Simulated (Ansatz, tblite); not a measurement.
Forces on [B2H7]- (B2H7⁻) at its PBE0-D4/def2-TZVPD geometry. Charge -1, multiplicity 1.

The xTB rows come from tblite.

GFN1-xTB (tblite), largest force 0.67 eV/Å:

```xyz
9
positions Å, forces eV/Å
B     0.870   -0.563    0.480    0.366    0.055    0.419
H     0.015    0.433    0.460   -0.017   -0.457   -0.487
B    -0.871    0.541   -0.504   -0.350    0.427    0.091
H     1.703    0.056    1.131    0.054   -0.241   -0.055
H     0.339   -1.450    1.118    0.143    0.114   -0.117
H     1.287   -0.902   -0.603   -0.045    0.040    0.226
H    -0.350    1.230   -1.359   -0.143   -0.122    0.108
H    -1.671    1.162    0.184   -0.059   -0.038   -0.241
H    -1.321   -0.506   -0.907    0.051    0.222    0.054
```

GFN2-xTB (tblite), largest force 1.02 eV/Å:

```
B 0.336 0.137 0.464
H -0.026 -0.698 -0.742
B -0.316 0.466 0.174
H 0.120 -0.369 -0.041
H 0.292 0.157 -0.149
H -0.060 0.056 0.424
H -0.291 -0.153 0.152
H -0.128 -0.013 -0.366
H 0.071 0.417 0.084
```

PBE-D4/def2-TZVPD (Ansatz), largest force 0.12 eV/Å:

```
B -0.012 -0.022 -0.015
H 0.002 0.063 0.068
B 0.010 -0.011 -0.024
H 0.074 0.075 0.060
H -0.050 -0.090 0.065
H 0.055 -0.041 -0.102
H 0.049 0.069 -0.087
H -0.070 0.055 0.081
H -0.058 -0.098 -0.047
```
